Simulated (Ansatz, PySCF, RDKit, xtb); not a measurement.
# Solving H3NO, step by step, part 1 of 2

Only the formula H3NO is given. Aim: find the structure of lowest free energy at 298.15 K, then its properties.

The funnel: GFN2-xTB relaxations, single points with a density functional, relaxations at B3LYP/6-31G*, harmonic vibrations, and a last energy at a higher level. All values are calculated.

4 further runs of the same task are left out: 4 set aside as unsound or not needed.

## 1. Candidates

A program enumerates the bonding patterns with one Lewis structure each (two rings at most, one unusual centre or charged pair), with their diastereomers. O–O, O–halogen and N–halogen bonds and N–N–N chains are not drawn. That gives 2 candidates.

| label | SMILES | spin |
| --- | --- | --- |
| c230 | [NH3+][O-] | singlet |
| c286 | NO | singlet |

Candidates are built by distance geometry, with a force field where one applies, in up to four conformers (letters a to d). 10 starts with atoms placed at random are added, to find patterns that the rules miss.

## 2. Cheap relaxation of all starts

All 12 starts are relaxed the same way. One of them, c550 (atoms placed at random), in full:

File start.xyz:

```xyz
5
c550
N      0.524900    -0.040330    -0.382120
O      0.133260    -1.003310     0.893720
H      1.178780     0.770240    -0.288970
H     -0.993750    -0.722460     1.136250
H      0.522320     0.738490    -1.193380
```

Started as:

```console
$ xtb start.xyz --gfn 2 --opt
```

What it wrote, shortened:

```text
* xtb version 6.7.1
[...]
          :  # basis functions                  11          :
[...]
          :  # electrons                        14          :
[...]
          :  Hamiltonian                  GFN2-xTB          :
[...]
          :  net charge                          0          :
          :  unpaired electrons                  0          :
[...]
   *** convergence criteria satisfied after 10 iterations ***
[...]
   *** GEOMETRY OPTIMIZATION CONVERGED AFTER 17 ITERATIONS ***
[...]
   *** convergence criteria satisfied after 3 iterations ***
[...]
         ::                     SUMMARY                     ::
         :::::::::::::::::::::::::::::::::::::::::::::::::::::
         :: total energy              -8.434815983571 Eh    ::
         :: gradient norm              0.000582628682 Eh/a0 ::
         :: HOMO-LUMO gap              9.010569361849 eV    ::
         ::.................................................::
         :: SCC energy                -8.487841790068 Eh    ::
         :: -> isotropic ES            0.025571118982 Eh    ::
         :: -> anisotropic ES          0.001863055116 Eh    ::
         :: -> anisotropic XC          0.006915487834 Eh    ::
         :: -> dispersion             -0.000796984909 Eh    ::
         :: repulsion energy           0.053025806497 Eh    ::
         :: add. restraining           0.000000000000 Eh    ::
         :: total charge              -0.000000000000 e     ::
         :::::::::::::::::::::::::::::::::::::::::::::::::::::
[...]
         7        2.0000           -0.3922838             -10.6746 (HOMO)
         8                         -0.0611514              -1.6640 (LUMO)
[...]
     #   Z          covCN         q      C6AA      α(0)
     1   7          2.631    -0.203    25.421     7.488
     2   8          1.715    -0.365    20.156     6.062
     3   1          0.860     0.143     1.447     1.884
     4   1          0.804     0.281     0.782     1.389
     5   1          0.860     0.143     1.446     1.884
[...]
     #   Z sym  total        # sym  WBO       # sym  WBO       # sym  WBO
 ---------------------------------------------------------------------------
     1   7      2.965 --     2      1.013     3      0.969     5      0.969
     2   8      1.941 --     1      1.013     4      0.908
     3   1      0.979 --     1      0.969
     4   1      0.921 --     2      0.908
     5   1      0.979 --     1      0.969
 ---------------------------------------------------------------------------
[...]
molecular dipole:
                 x           y           z       tot (Debye)
 q only:       -0.350       0.690       0.045
   full:       -0.707       1.162       0.174       3.485
molecular quadrupole (traceless):
[...]
          | TOTAL ENERGY               -8.434815983571 Eh   |
          | GRADIENT NORM               0.000582628682 Eh/α |
          | HOMO-LUMO GAP               9.010569361849 eV   |
           -------------------------------------------------
[...]
```

It took 0.03 s on 1 thread of Arm Neoverse V2, shared host.

## 3. What the search left

12 of the 12 relaxations converged; 7 ended on a minimum already found. 5 distinct structures remain:

| label | start | SMILES after | spin | energy (kcal/mol) | note |
| --- | --- | --- | --- | --- | --- |
| c286a | drawn and random | NO | singlet | 0.0 |  |
| c267 | random | NO | singlet | 4.6 |  |
| c431 | random and drawn | [NH3+][O-] | singlet | 35.5 |  |
| c997 | random | [NH][OH2] ‡ | singlet | 76.6 |  |
| c920 | random | [H].[H].[N][OH] ‡ | singlet | 180.4 | fell apart |

‡ marks the bonded skeleton alone, with all bonds drawn single: no Lewis structure was assigned that passes a check against the bond lengths.

## 4. Screening with a density functional

A choice of the minima (the low ones first, few conformers of a pattern, up to a cap) and the lowest that fell apart get a single point at r2SCAN-D4/def2-SVP on the tight-binding geometry, and one at HF/STO-3G for comparison. The lowest singlets are also tried as triplets at the same geometry (label ending in t). The first, c286a:

File input.yaml:

```yaml
crystal:
  periodic: [false, false, false]
  atoms:
    - symbol: "N"
      position_ang: [-1.589603, -0.169535, 0.825122]
    - symbol: O
      position_ang: [-0.271172, 0.073633, 1.326224]
    - symbol: H
      position_ang: [-1.990071, -0.880030, 1.437199]
    - symbol: H
      position_ang: [-1.460580, -0.594962, -0.092362]
    - symbol: H
      position_ang: [-0.245551, 1.020835, 1.515978]
basis:
  gaussian: {orbitals: def2-SVP}
scf: {lower_state_search: "off"}
hamiltonian: {xc: r2scan, dispersion: d4}
```

Started as:

```console
$ ansatz run input.yaml --threads 1 --pin off --max-ram 2610MiB --events-out events.jsonl --progress --plain --runs-dir runs
```

What it wrote:

```text
Warning: RAYON_NUM_THREADS=1 ignored (pool sized by the plan → 1); use --threads N
Functional definition: r2SCAN
  name "r2SCAN"
  parameter k0 = 0.174
  parameter k1 = 0.065
  parameter a1 = 4.9479
  exchange = r2scan_x(k0 = k0, k1 = k1, a1 = a1)
  correlation = r2scan_c
these checks for a lower state are left out or cut short: stability, starts, cluster_reference, orbital_swaps, neighbouring_geometries, increment
489 factors; their error is unknown
mean field evaluation 1: about -3575.8393 eV, gradient 4.2e1 eV
mean field evaluation 2: about -3573.6393 eV, gradient 5.4e1 eV
mean field evaluation 4: about -3579.3152 eV, gradient 1.5e0 eV
mean field evaluation 8: about -3579.2954 eV, gradient 2.8e-2 eV
mean field -3579.29543242 eV, -131.5366810078 hartree, gradient 8.0e-6 eV, S^2 0.000000; 0 other end points of the search recorded, 0 dependent functions left out
reference -3579.29543846 eV, -131.5366812297 hartree; 9, 9 occupied and 34, 34 virtual orbitals, 489 factors
Total energy: -3579.30211014 eV, -131.5369264095 hartree
Checks for a lower state left out: stability, starts, cluster_reference, orbital_swaps, neighbouring_geometries, increment
```

Wall time 0.62 s (1 thread of Arm Neoverse V2, shared host).

Relative energies in kcal/mol, each column from its lowest structure that stays in one piece:

| label | SMILES | spin | GFN2-xTB | HF/STO-3G | r2SCAN-D4/def2-SVP |
| --- | --- | --- | --- | --- | --- |
| c286a | NO | singlet | 0.0 | 0.0 | 0.0 |
| c267 | NO | singlet | 4.6 | 7.0 | 5.2 |
| c431 | [NH3+][O-] | singlet | 35.5 | 71.7 | 28.7 |
| c997 | [NH][OH2] ‡ | singlet | 76.6 | 78.5 | 71.1 |
| c431t | [NH3+][O-] | triplet | – | – | 133.5 |
| c286at | NO | triplet | – | – | 148.4 |
| c920 | [H].[H].[N][OH] ‡ | singlet | 180.4 | 369.3 | 211.3 |

‡ marks the bonded skeleton alone, with all bonds drawn single: no Lewis structure was assigned that passes a check against the bond lengths.

## 5. Relaxing the best candidates

3 candidates are relaxed at B3LYP/6-31G* (chosen among the lowest in one piece). The first, c286a:

File input.yaml:

```yaml
crystal:
  periodic: [false, false, false]
  atoms:
    - {symbol: N, position_ang: [-1.589603, -0.169535, 0.825122]}
    - {symbol: O, position_ang: [-0.271172, 0.073633, 1.326224]}
    - {symbol: H, position_ang: [-1.990071, -0.880030, 1.437199]}
    - {symbol: H, position_ang: [-1.460580, -0.594962, -0.092362]}
    - {symbol: H, position_ang: [-0.245551, 1.020835, 1.515978]}
basis:
  gaussian: {orbitals: 6-31G_st_-spherical.json}
hamiltonian: {xc: {name: B3LYP}}
scf: {lower_state_search: off}
relax: {f_tol: 0.003}
```

The basis set 6-31G* is read from a file made from the Basis Set Exchange's data (not shown).

Started as:

```console
$ ansatz run input.yaml --threads 1 --pin off --max-ram 2610MiB --events-out events.jsonl --progress --plain --runs-dir runs
```

What it wrote, shortened:

```text
Warning: RAYON_NUM_THREADS=1 ignored (pool sized by the plan → 1); use --threads N
[...]
Functional definition: B3LYP
  name "B3LYP"
[...]
397 factors; integrals over basis functions are off by at most 3.8e-4 eV
[...]
mean field -3583.76789414 eV, -131.7010409444 hartree, gradient 2.8e-7 eV, S^2 0.000000; 0 other end points of the search recorded, 0 dependent functions left out
[...]
reference -3583.76802703 eV, -131.7010458281 hartree; 9, 9 occupied and 25, 25 virtual orbitals, 397 factors
relax step   1: F+E_penalty+E_count = -3583.76789414 eV  Δ(F+E_penalty+E_count) = +0.000e0 eV  max|allowed force component| = 6.227e-1 eV/Å  Δτ_max = 0.0000 Å  (13 SCF iters, accepted)
[...]
relax step   5: F+E_penalty+E_count = -3583.79012918 eV  Δ(F+E_penalty+E_count) = -2.857e-6 eV  max|allowed force component| = 6.152e-3 eV/Å  Δτ_max = 0.0006 Å  (9 SCF iters, accepted)
[...]
relax step   6: F+E_penalty+E_count = -3583.79012997 eV  Δ(F+E_penalty+E_count) = -7.915e-7 eV  max|allowed force component| = 1.721e-4 eV/Å  Δτ_max = 0.0002 Å  (8 SCF iters, accepted)
Total energy: -3583.79026190 eV, -131.7018629446 hartree
Atom 0 at    -1.606085    -0.143847     0.824747 Å, force    -0.000148    -0.000172     0.000122 eV/Å
Atom 1 at    -0.264087     0.058843     1.327453 Å, force    -0.000061    -0.000046     0.000031 eV/Å
Atom 2 at    -1.974176    -0.879841     1.431121 Å, force     0.000091     0.000116    -0.000108 eV/Å
Atom 3 at    -1.451437    -0.596953    -0.078378 Å, force     0.000054     0.000053    -0.000000 eV/Å
Atom 4 at    -0.261193     1.011739     1.507218 Å, force     0.000064     0.000049    -0.000045 eV/Å
Dipole moment:    -0.101191    -0.048929    -0.044146 e Å
Checks for a lower state left out: stability, starts, cluster_reference, orbital_swaps, neighbouring_geometries, increment
```

Wall time 2.6 s (1 thread of Arm Neoverse V2, shared host).

Energy change by step (eV): 0.0000, -0.0180, -0.0219, -0.0222, -0.0222, -0.0222.

After the run. Bond lengths: N1–O2 1.447 Å, N1–H3 1.022 Å, N1–H4 1.022 Å, O2–H5 0.970 Å. Angles: N1–O2–H5 101.8°, O2–N1–H3 103.2°, O2–N1–H4 103.2°, H3–N1–H4 105.0°.

## 6. After refinement

| label | spin | r2SCAN-D4/def2-SVP (kcal/mol) | B3LYP/6-31G*, relaxed (kcal/mol) | time |
| --- | --- | --- | --- | --- |
| c286a | singlet | 0.0 | 0.0 | 2.6 s |
| c267 | singlet | 5.2 | 5.5 | 2.6 s |
| c431 | singlet | 28.7 | 27.7 | 2.5 s |

c286a: Bond lengths: N1–O2 1.447 Å, N1–H3 1.022 Å, N1–H4 1.022 Å, O2–H5 0.970 Å. Angles: N1–O2–H5 101.8°, O2–N1–H3 103.2°, O2–N1–H4 103.2°, H3–N1–H4 105.0°.

c267: Bond lengths: N1–O2 1.430 Å, O2–H3 0.976 Å, N1–H4 1.023 Å, N1–H5 1.023 Å. Angles: N1–O2–H3 108.0°, O2–N1–H4 107.2°, O2–N1–H5 107.2°, H4–N1–H5 107.0°.

c431: Bond lengths: N1–O2 1.343 Å, N1–H3 1.047 Å, N1–H4 1.047 Å, N1–H5 1.047 Å. Angles: O2–N1–H3 114.4°, O2–N1–H4 114.4°, O2–N1–H5 114.4°, H3–N1–H4 104.1°, H3–N1–H5 104.1°, H4–N1–H5 104.1°.

## 7. Harmonic analysis of the finalists

The lowest few in one piece go on as finalists. Harmonic vibrations at B3LYP/6-31G* test each finalist and give the zero-point energy and the thermal terms. The first, c286a:

File input.yaml:

```yaml
crystal:
  periodic: [false, false, false]
  atoms:
    - symbol: "N"
      position_ang: [-1.606085, -0.143847, 0.824747]
    - symbol: O
      position_ang: [-0.264087, 0.058843, 1.327453]
    - symbol: H
      position_ang: [-1.974176, -0.879841, 1.431121]
    - symbol: H
      position_ang: [-1.451437, -0.596953, -0.078378]
    - symbol: H
      position_ang: [-0.261193, 1.011739, 1.507218]
basis:
  gaussian: {orbitals: 6-31G_st_-spherical.json}
magnetization: {spin_polarized: false}
hamiltonian: {xc: {name: B3LYP}}
scf: {lower_state_search: "off"}
phonons: {}
```

The basis set 6-31G* is read from a file made from the Basis Set Exchange's data (not shown).

Started as:

```console
$ ansatz run input.yaml --threads 1 --pin off --max-ram 2610MiB --events-out events.jsonl --progress --plain --runs-dir runs
```

What it wrote, shortened:

```text
Warning: RAYON_NUM_THREADS=1 ignored (pool sized by the plan → 1); use --threads N
[... 2 set-up lines as earlier in the session ...]
[...]
397 factors; integrals over basis functions are off by at most 3.8e-4 eV
[...]
mean field -3583.79013034 eV, -131.7018581098 hartree, gradient 4.0e-7 eV, S^2 0.000000; 0 other end points of the search recorded, 0 dependent functions left out
[...]
reference -3583.79026219 eV, -131.7018629553 hartree; 9, 9 occupied and 25, 25 virtual orbitals, 397 factors
[...]
397 factors; integrals over basis functions are off by at most 3.8e-4 eV
[...]
mean field -3583.79002960 eV, -131.7018544075 hartree, gradient 1.8e-6 eV, S^2 0.000000; 0 other end points of the search recorded, 0 dependent functions left out
[...]
reference -3583.79016133 eV, -131.7018592487 hartree; 9, 9 occupied and 25, 25 virtual orbitals, 397 factors
[...]
397 factors; integrals over basis functions are off by at most 3.8e-4 eV
[...]
mean field -3583.79012203 eV, -131.7018578045 hartree, gradient 1.9e-6 eV, S^2 0.000000; 0 other end points of the search recorded, 0 dependent functions left out
[...]
reference -3583.79025386 eV, -131.7018626491 hartree; 9, 9 occupied and 25, 25 virtual orbitals, 397 factors
Total energy: -3583.79026219 eV, -131.7018629553 hartree
Atom 0 at    -1.606085    -0.143847     0.824747 Å, force    -0.000154    -0.000171     0.000116 eV/Å
Atom 1 at    -0.264087     0.058843     1.327453 Å, force    -0.000057    -0.000010     0.000040 eV/Å
Atom 2 at    -1.974176    -0.879841     1.431121 Å, force     0.000089     0.000112    -0.000099 eV/Å
Atom 3 at    -1.451437    -0.596953    -0.078378 Å, force     0.000056     0.000054    -0.000005 eV/Å
Atom 4 at    -0.261193     1.011739     1.507218 Å, force     0.000066     0.000014    -0.000052 eV/Å
Dipole moment:    -0.101191    -0.048929    -0.044147 e Å
Vibrations: 410.87 940.99 1188.77 1347.68 1438.21 1706.56 3412.84 3503.26 3738.67 cm⁻¹, zero-point energy 1.096507 eV
Checks for a lower state left out: stability, starts, cluster_reference, orbital_swaps, neighbouring_geometries, increment
```

It took 11 s on 1 thread of Arm Neoverse V2, shared host.

## 8. Thermal terms of the finalists

At 298.15 K and 1 atm, ideal gas, rigid rotor and harmonic oscillator:

| label | SMILES | spin | point group | lowest mode (cm⁻¹) | zero-point (kcal/mol) | G − E (kcal/mol) |
| --- | --- | --- | --- | --- | --- | --- |
| c286a | NO | singlet | Cs | 411 | 25.3 | 11.2 |
| c267 | NO | singlet | Cs | 486 | 25.0 | 11.0 |
| c431 | [NH3+][O-] | singlet | C3v | 989 | 25.0 | 11.7 |

## 9. Energies at the top level

Each finalist gets a single point at CCSD(T)/def2-TZVPP.

c286a, CCSD(T)/def2-TZVPP:

File input.yaml:

```yaml
crystal:
  periodic: [false, false, false]
  atoms:
    - {symbol: N, position_ang: [-1.606085, -0.143847, 0.824747]}
    - {symbol: O, position_ang: [-0.264087, 0.058843, 1.327453]}
    - {symbol: H, position_ang: [-1.974176, -0.879841, 1.431121]}
    - {symbol: H, position_ang: [-1.451437, -0.596953, -0.078378]}
    - {symbol: H, position_ang: [-0.261193, 1.011739, 1.507218]}
basis:
  gaussian:
    orbitals: def2-TZVPP
correlation:
  method: ccsd_t
  frozen_orbitals: {O: 1, H: 0, "N": 1}
```

Started as:

```console
$ ansatz run input.yaml --threads 1 --pin off --max-ram 2610MiB --events-out events.jsonl --progress --plain --runs-dir runs
```

What it wrote, shortened:

```text
Warning: RAYON_NUM_THREADS=1 ignored (pool sized by the plan → 1); use --threads N
Functional definition: HF
  name "HF"
[...]
633 factors; integrals over basis functions are off by at most 1.1e-3 eV
[...]
mean field -3565.96855445 eV, -131.0469272758 hartree, gradient 2.5e-6 eV, S^2 0.000000; 0 other end points of the search recorded, 0 dependent functions left out
2 core orbitals not correlated: weight in the atoms' cores, before any rotation towards them, 1.000 or more for the frozen orbitals, at most 0.000 for the correlated occupied ones
reference -3565.96855445 eV, -131.0469272758 hartree; 7, 7 occupied and 95, 95 virtual orbitals, 633 factors
second order -12.69709128 eV of doubles, -0.00000000 eV of singles
cycle   1  -12.70364841 eV  change   -6.6e-3 eV  update   6.4e-2
[...]
cycle   9  -13.05316816 eV  change    9.0e-6 eV  update   9.8e-6
perturbative correction -0.46709152 eV, -0.0171652967 hartree
Total energy: -3579.48881413 eV, -131.5437876546 hartree
```

Wall time 3.9 s (1 thread of Arm Neoverse V2, shared host).

## 10. c267 at CCSD(T)/def2-TZVPP

File input.yaml:

```yaml
crystal:
  periodic: [false, false, false]
  atoms:
    - {symbol: "N", position_ang: [-0.077417, 0.225743, 0.585597]}
    - {symbol: O, position_ang: [0.242928, 0.236464, -0.807792]}
    - {symbol: H, position_ang: [0.970767, 0.871576, -0.944989]}
    - {symbol: H, position_ang: [-0.317590, 1.184471, 0.848543]}
    - {symbol: H, position_ang: [0.777561, -0.018165, 1.091070]}
basis:
  gaussian: {orbitals: def2-TZVPP}
correlation: {method: ccsd_t, frozen_orbitals: {O: 1, H: 0, "N": 1}}
```

Started as:

```console
$ ansatz run input.yaml --threads 1 --pin off --max-ram 2610MiB --events-out events.jsonl --progress --plain --runs-dir runs
```

What it wrote, shortened:

```text
Warning: RAYON_NUM_THREADS=1 ignored (pool sized by the plan → 1); use --threads N
[... 2 set-up lines as earlier in the session ...]
[...]
637 factors; integrals over basis functions are off by at most 1.0e-3 eV
[...]
mean field -3565.80074507 eV, -131.0407603946 hartree, gradient 2.2e-6 eV, S^2 0.000000; 0 other end points of the search recorded, 0 dependent functions left out
2 core orbitals not correlated: weight in the atoms' cores, before any rotation towards them, 1.000 or more for the frozen orbitals, at most 0.000 for the correlated occupied ones
reference -3565.80074507 eV, -131.0407603946 hartree; 7, 7 occupied and 95, 95 virtual orbitals, 637 factors
second order -12.67079095 eV of doubles, -0.00000000 eV of singles
cycle   1  -12.68736160 eV  change   -1.7e-2 eV  update   6.3e-2
[...]
cycle   9  -13.03053989 eV  change    9.8e-6 eV  update   1.6e-5
perturbative correction -0.46395499 eV, -0.0170500314 hartree
Total energy: -3579.29523994 eV, -131.5366739345 hartree
```

Run time: 3.9 s. Hardware: 1 thread of Arm Neoverse V2, shared host.

## 11. The ranking

Energies in kcal/mol from c286a; G adds the thermal terms to the CCSD(T)/def2-TZVPP energy. The columns left of the relaxed level are at the tight-binding geometries.

| label | SMILES | spin | GFN2-xTB | HF/STO-3G | r2SCAN-D4/def2-SVP | B3LYP/6-31G* | HF/def2-TZVPP | MP2/def2-TZVPP | CCSD(T)/def2-TZVPP | G | share at equilibrium | T1 |
| --- | --- | --- | --- | --- | --- | --- | --- | --- | --- | --- | --- | --- |
| c286a | NO | singlet | 0.0 | 0.0 | 0.0 | 0.0 | 0.0 | 0.0 | 0.0 | 0.0 | 99.9 % | 0.009 |
| c267 | NO | singlet | 4.6 | 7.0 | 5.2 | 5.5 | 3.9 | 4.5 | 4.5 | 4.2 | 0.1 % | 0.009 |
| c431 | [NH3+][O-] | singlet | 35.5 | 71.7 | 28.7 | 27.7 | 26.3 | 27.7 | 28.0 | 28.5 | < 0.1 % | 0.013 |

Lowest found: c286a, `NO`, a singlet of point group Cs. Bond lengths: N1–O2 1.447 Å, N1–H3 1.022 Å, N1–H4 1.022 Å, O2–H5 0.970 Å. Angles: N1–O2–H5 101.8°, O2–N1–H3 103.2°, O2–N1–H4 103.2°, H3–N1–H4 105.0°.

```xyz
5

N    -1.6061   -0.1438    0.8247
O    -0.2641    0.0588    1.3275
H    -1.9742   -0.8798    1.4311
H    -1.4514   -0.5970   -0.0784
H    -0.2612    1.0117    1.5072
```

## 12. Density, orbitals and dipole (PBE0/def2-TZVPD)

File input.yaml:

```yaml
crystal:
  periodic: [false, false, false]
  atoms:
    - {symbol: N, position_ang: [-1.606085, -0.143847, 0.824747]}
    - {symbol: O, position_ang: [-0.264087, 0.058843, 1.327453]}
    - {symbol: H, position_ang: [-1.974176, -0.879841, 1.431121]}
    - {symbol: H, position_ang: [-1.451437, -0.596953, -0.078378]}
    - {symbol: H, position_ang: [-0.261193, 1.011739, 1.507218]}
basis:
  gaussian:
    orbitals: def2-TZVPD
hamiltonian:
  xc: {name: PBE0}
output: {forces: true, orbitals: {seedname: orbitals}}
```

Started as:

```console
$ ansatz run input.yaml --threads 1 --pin off --max-ram 2610MiB --events-out events.jsonl --progress --plain --runs-dir runs
```

What it wrote, shortened:

```text
Warning: RAYON_NUM_THREADS=1 ignored (pool sized by the plan → 1); use --threads N
Functional definition: PBE0
  name "PBE0"
[...]
516 factors; their error is unknown
[...]
mean field -3581.88124762 eV, -131.6317079637 hartree, gradient 2.9e-5 eV, S^2 0.000000; 0 other end points of the search recorded, 0 dependent functions left out
[...]
reference -3581.88127879 eV, -131.6317091092 hartree; 9, 9 occupied and 95, 95 virtual orbitals, 516 factors
Total energy: -3581.88127879 eV, -131.6317091092 hartree
Atom 0 at    -1.606085    -0.143847     0.824747 Å, force     0.582445    -0.301091     0.145463 eV/Å
Atom 1 at    -0.264087     0.058843     1.327453 Å, force    -0.589206     0.432803    -0.122765 eV/Å
Atom 2 at    -1.974176    -0.879841     1.431121 Å, force     0.029778     0.180774    -0.119696 eV/Å
Atom 3 at    -1.451437    -0.596953    -0.078378 Å, force    -0.068450     0.127576     0.163896 eV/Å
Atom 4 at    -0.261193     1.011739     1.507218 Å, force     0.045433    -0.440062    -0.066898 eV/Å
Dipole moment:    -0.104304    -0.043153    -0.044146 e Å
```

Wall time 1.1 s (1 thread of Arm Neoverse V2, shared host).

(Continued in part 2 of 2.)
